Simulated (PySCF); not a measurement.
CH3S, SMILES C[S], multiplicity 2.

The structure is a stationary point at B3LYP-D3(BJ)/def2-TZVP. The isomer is the one that the SMILES or the coordinates give; other isomers of the formula were not compared.

These are SMD-ωB97X/def2-SVP run with PySCF values and carry that method's errors.

Solvation free energies are E(SMD) − E(gas) at the gas-phase geometry, for 1 M in both phases. In vacuum the dipole moment is 1.67 D.

```tsv
solvent	ΔG(solv) (kcal/mol)	its non-electrostatic (CDS) part	dipole (D)
water	-1.0	1.3	2.15
n-hexane	-2.4	-1.6	1.85
chloroform	…	…	…
```

Question: Fill in the missing entries. (Estimate from the structure and the level; the computed values follow.)

Answer: 
- chloroform, ΔG(solv) (kcal/mol): -3.3
- chloroform, its non-electrostatic (CDS) part: -1.6
- chloroform, dipole (D): 2.02
